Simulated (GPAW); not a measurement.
# SiHCl (SMILES [SiH]Cl) at optB88-vdW/dzp (scalar-relativistic datasets, nve dynamics)

We compute a short trajectory of SiHCl. Input form: an ASE script.

The calculation is run with GPAW 26.7.0.

5 further runs of the same task are left out: 5 set aside as unsound or not needed.

## Step 1: The system as given

SiHCl has 3 atoms, charge 0, and is taken as a singlet. SMILES: `[SiH]Cl`. The shape is that of a GFN2-xTB optimisation. The run starts from this shape.

Bond lengths: Si1–Cl2 2.063 Å, Si1–H3 1.483 Å. Angles: Cl2–Si1–H3 97.3°.

## Step 2: Molecular dynamics at optB88-vdW/dzp (scalar-relativistic datasets, nve dynamics)

Contents of calc.py:

```python
import numpy as np
from ase import units
from ase.io.zmatrix import parse_zmatrix
from ase.md.velocitydistribution import MaxwellBoltzmannDistribution, Stationary, ZeroRotation
from ase.md.verlet import VelocityVerlet
from gpaw import GPAW
from gpaw.utilities.adjust_cell import adjust_cell

# Structure
system = parse_zmatrix("""
Si
Cl 1 2.063384
H 1 1.48347 2 97.25534
""")
adjust_cell(system, 4.5, h=0.2)

# Calculator
calculator = GPAW(mode='lcao',
                  basis='dzp',
                  h=0.2,
                  xc={'name': 'optB88-vdW', 'backend': 'libvdwxc'},
                  maxiter=100,
                  symmetry='off',
                  legacy_gpaw=True,
                  txt='gs.txt')
system.calc = calculator

rng = np.random.default_rng(339)
MaxwellBoltzmannDistribution(system, temperature_K=300, rng=rng)
Stationary(system)
ZeroRotation(system)
dyn = VelocityVerlet(system, timestep=0.25 * units.fs, trajectory='md.traj', logfile='-')
dyn.run(50)
```

Command:

```
$ python calc.py
```

Output, shortened:

```text
calc.py:29: DeprecationWarning: Use thermalize_momenta
  MaxwellBoltzmannDistribution(system, temperature_K=300, rng=rng)
Time[ps]      Etot[eV]     Epot[eV]     Ekin[eV]    T[K]
0.0000         -27.6658     -27.7302       0.0644   166.0
0.0003         -27.6658     -27.7337       0.0679   175.1
0.0005         -27.6658     -27.7379       0.0720   185.8
0.0007         -27.6658     -27.7426       0.0768   197.9
0.0010         -27.6658     -27.7477       0.0819   211.2
0.0013         -27.6658     -27.7532       0.0873   225.2
0.0015         -27.6659     -27.7587       0.0928   239.4
0.0018         -27.6659     -27.7642       0.0983   253.6
0.0020         -27.6659     -27.7695       0.1036   267.1
0.0022         -27.6659     -27.7744       0.1085   279.8
0.0025         -27.6659     -27.7788       0.1129   291.2
0.0028         -27.6659     -27.7826       0.1167   300.8
0.0030         -27.6659     -27.7856       0.1197   308.6
0.0032         -27.6660     -27.7878       0.1219   314.3
0.0035         -27.6660     -27.7892       0.1232   317.8
0.0037         -27.6660     -27.7896       0.1237   318.9
0.0040         -27.6660     -27.7892       0.1232   317.7
0.0043         -27.6660     -27.7879       0.1219   314.3
0.0045         -27.6660     -27.7858       0.1198   309.0
0.0047         -27.6660     -27.7830       0.1171   301.9
0.0050         -27.6660     -27.7797       0.1138   293.4
0.0052         -27.6660     -27.7759       0.1099   283.4
0.0055         -27.6660     -27.7716       0.1056   272.3
0.0057         -27.6660     -27.7670       0.1010   260.5
0.0060         -27.6660     -27.7622       0.0962   248.1
0.0063         -27.6659     -27.7573       0.0913   235.4
0.0065         -27.6659     -27.7524       0.0864   222.9
[... 11 lines of this table left out ...]
0.0095         -27.6659     -27.7241       0.0582   150.0
0.0097         -27.6659     -27.7254       0.0594   153.3
0.0100         -27.6660     -27.7272       0.0612   157.9
0.0102         -27.6660     -27.7294       0.0634   163.6
0.0105         -27.6660     -27.7320       0.0660   170.2
0.0107         -27.6660     -27.7349       0.0689   177.7
0.0110         -27.6660     -27.7380       0.0720   185.6
0.0112         -27.6660     -27.7412       0.0752   193.9
0.0115         -27.6660     -27.7444       0.0784   202.2
0.0118         -27.6660     -27.7475       0.0815   210.1
0.0120         -27.6660     -27.7503       0.0843   217.4
0.0122         -27.6660     -27.7528       0.0868   223.9
0.0125         -27.6660     -27.7549       0.0889   229.2
```

gs.txt:

```text
___ ___ ___ _ _ _
 |   |   |_  | | | |
 | | | | | . | | | |
 |__ |  _|___|_____|  26.7.0
 |___|_|

units:  Angstrom and eV
cores:  1
OpenMP: False

Versions:
  Python: 3.12.14
  ASE:    3.29.0
  Numpy:  2.5.5
  Scipy:  1.18.1
  Libxc:  7.0.0

        _gpaw.cpython-312-aarch64-linux-gnu.so

Input parameters:
  basis: dzp
  h: 0.2
  maxiter: 100
  mode: lcao
  symmetry: off
  xc: {backend: libvdwxc,
       name: optB88-vdW}

System changes: positions, numbers, cell, pbc, initial_charges, initial_magmoms

Initialize ...

species:
  Si:
    name:    Silicon
    Z:       14.0
    valence: 4
    core:    10
    charge:  0.0  # [|e|]
    file:    Si.PBE.gz
[... 98 lines left out ...]
Convergence criteria:
[... 5 lines left out ...]
 the SCF output indicates the quantity has converged.)
[... 76 lines left out ...]
Bands to converge: occupied
[... 76 lines left out ...]
Converged after 6 iterations.
[... 13 lines left out ...]
Free energy:    -27.754898
[... 3 lines left out ...]
Semilocal GGA_X_OPTB88_VDW+LDA_C_PW energy: -136.923108
[... 102 lines left out ...]
Total:                                                469.673 100.0%
```

Wall time 7.8 min (1 thread of Arm Neoverse V1, shared host); peak memory 0.59 GiB.

Steps, from the record of the run:

```
step  potential energy change (eV)  largest force (eV/Å)  temperature (K)
   0                        0.0000                1.5993              166
   3                       -0.0124                1.4324              198
   6                       -0.0285                1.1901              239
   9                       -0.0442                0.9051              280
  12                       -0.0555                0.6838              309
  15                       -0.0595                0.6097              319
  18                       -0.0556                0.5470              309
  21                       -0.0457                0.7270              283
  24                       -0.0320                0.9182              248
  27                       -0.0174                1.0824              211
  30                       -0.0048                1.2025              178
  33                        0.0038                1.2786              156
  36                        0.0070                1.3096              148
  39                        0.0048                1.2940              153
  42                       -0.0018                1.2319              170
  45                       -0.0110                1.1256              194
  48                       -0.0201                0.9840              217
  50                       -0.0247                0.8817              229
```
